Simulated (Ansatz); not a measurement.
Cost and result for the atomization energy of C3H6FN (`NC1(F)CC1`) (11 atoms, 11 bonds).

Z-matrix (Å, degrees):
```
C
F 1 1.390
C 1 1.481 2 114.6
N 1 1.396 2 114.8 3 145.7
C 1 1.481 2 114.6 3 -68.7
H 3 1.082 1 117.7 2 146.3
H 3 1.082 1 116.9 2 0.8
H 4 1.012 1 112.0 2 61.8
H 4 1.012 1 112.0 2 -61.8
H 5 1.082 1 117.7 2 -146.3
H 5 1.082 1 116.9 2 -0.8
```

Total charge 0; spin multiplicity 1. The structure was optimised at the PBE0-D4/def2-TZVP level. It is one conformer, not always the lowest. Program: Ansatz. All runs use 4 threads of an Arm Neoverse V1 on a shared host. Times are those of one run each, without the atoms' runs, and a repeat can differ threefold. Electronic energies, without spin–orbit coupling; frozen cores. CCSD(T)/CBS adds CCSD(T) − MP2 in def2-TZVPP to the MP2 limit, and its time is that of the two runs behind it. T1 = 0.010. B3LYP takes the VWN-RPA correlation (the form of Gaussian; ORCA's B3LYP/G).

CCSD(T)/CBS is a level of theory with its own doubt, some kJ/mol a heavy atom from the limit and from the frozen cores, so smaller differences don't rank the functionals.

```csv
level,functions,wall time,atomization (kcal/mol),difference from CCSD(T)/CBS,per bond
PBE-D4/def2-TZVPP (with forces),239,2.2 s,1072.0,36.5,3.3
PBE0-D4/def2-TZVPP,239,2.3 s,1048.6,13.1,1.2
B3LYP-D4/def2-TZVPP (with forces),239,3.7 s,1038.6,3.1,0.3
r2SCAN-D4/def2-TZVPP (with forces),239,4.2 s,1040.2,4.7,0.4
B2PLYP/def2-TZVPP,239,4.3 s,1027.8,-7.7,-0.7
ωB97X-V/def2-TZVPP,239,6.5 s,1042.9,7.4,0.7
ωB97M-V/def2-TZVPP (with forces),239,9.5 s,1043.3,7.8,0.7
MP2/def2-QZVPP,465,21 s,1045.4,9.9,0.9
CCSD(T)/def2-TZVPP,239,2.4 min,1008.3,-27.2,-2.5
CCSD(T)/CBS(def2),–,2.7 min,1035.5,0.0,0.0
```

The D4 term adds +6.7 kcal/mol with B3LYP and +3.4 kcal/mol with PBE0; it sums over pairs of atoms, weighted by their polarisabilities, and B3LYP, whose exchange is more repulsive, gets the larger term. In def2-TZVPP, CCSD(T) changes the Hartree–Fock value by +274.0 kcal/mol (the triples alone add +16.6 kcal/mol) and MP2 by +295.0 kcal/mol; breaking electron pairs costs correlation energy, which Hartree–Fock lacks. From PBE to PBE0 (25 % exact exchange), in def2-TZVPP and without D4, the atomization energy moves by −22.7 kcal/mol: exact exchange takes away binding that semilocal exchange gives to molecules.
